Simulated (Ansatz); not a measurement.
**CaW2N4: from a trial structure to a relaxed crystal**

Theory: DFT PBE, scalar-relativistic, plane waves, PAW (Ansatz 0.2.0). Cutoff 420 eV, Γ-centred k mesh, Gaussian smearing, no spin polarisation in the final step.

The start puts CaW2N4 on the K2NiF4 structure type (I4/mmm, No. 139), with Ca in place of Ni, W in place of K, N in place of F, at a guessed volume.

```
CELL_PARAMETERS angstrom
-1.86227 1.86227 6.07360
1.86227 -1.86227 6.07360
1.86227 1.86227 -6.07360
ATOMIC_POSITIONS crystal
Ca 0.00000 0.00000 0.00000
W 0.35377 0.35377 0.00000
W 0.64623 0.64623 0.00000
N 0.50000 0.00000 0.50000
N 0.00000 0.50000 0.50000
N 0.15331 0.15331 0.00000
N 0.84669 0.84669 0.00000
```

Cell and atoms relax at zero pressure; the relaxation can't lower the symmetry of the start. After a coarse first stage the cell is made exact in the group found at 0.06 Å.

Formation energies are uncorrected and refer to the elements' standard structures at the same level (N₂ as a molecule).

Problem. Which crystal results?

Solution. It keeps I4/mmm (No. 139), but not the shape of the type it started on. Conventional cell: a = 4.287 Å, c = 10.999 Å. Around Ca lie 4 N at 2.14 Å and 2 N at 2.54 Å; W is coordinated by 1 N at 1.69 Å; around N on Wyckoff site c (2 atoms of the primitive cell) lie 2 Ca at 2.14 Å and 4 W at 2.49 Å; N on Wyckoff site e (2 atoms of the primitive cell) has 1 W at 1.69 Å.

```xyz
7
Lattice="-2.1435 2.1435 5.4996 2.1435 -2.1435 5.4996 2.1435 2.1435 -5.4996" Properties=species:S:1:pos:R:3 pbc="T T T"
Ca    0.0000    0.0000    0.0000
W     0.0000    0.0000    4.2251
W     0.0000    0.0000    6.7742
N     0.0000    2.1435    0.0000
N     2.1435    0.0000    0.0000
N     0.0000    0.0000    2.5357
N     0.0000    0.0000    8.4636
```

Problem. What are its volume, energy, density and gap?

Solution. The volume per atom is 14.44 Å³, the density is 7.62 g/cm³ and the energy over the elements is 0.94 eV/atom. The gap on the 12×12×12 mesh is 0 eV (a metal).

The final run used a 12×12×12 mesh on its 7-atom cell and 0.10 eV smearing. The k mesh leaves about 4 meV/atom of noise in metals. Spin–orbit coupling is left out. A structure relaxed within its symmetry needn't be a true minimum. The steps took about 4 core-minutes in all.